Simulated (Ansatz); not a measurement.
Copper, fcc: convergence with cold smearing

Computed with Ansatz, PBE, scalar-relativistic PAW, on the relaxed cell (a = 3.629 Å; spin not included). Errors count from a run at 420 eV on a Γ-centred 24×24×24 mesh with Fermi-Dirac smearing of 0.1 eV, extrapolated to zero width. Fixed here: cutoff 420 eV, mesh 15×15×15. The SCF starts from atomic densities corrected by a trained network.

| width (eV) | E(σ→0) error (meV/atom) | F error (meV/atom) | P (GPa) | SCF iterations |
| --- | --- | --- | --- | --- |
| 0.01 | 2.3 | 2.3 | -0.17 | 4 |
| 0.03 | 2.2 | 2.2 | -0.16 | 4 |
| 0.1 | 2.1 | 1.9 | -0.13 | 5 |
| 0.2 | 1.8 | 1.0 | -0.06 | 4 |
| 0.3 | 0.5 | 0.2 | -0.04 | 4 |
| 0.6 | -4.2 | 3.4 | -0.14 | 4 |
| 1.0 | -36.2 | 170.6 | -6.63 | 5 |
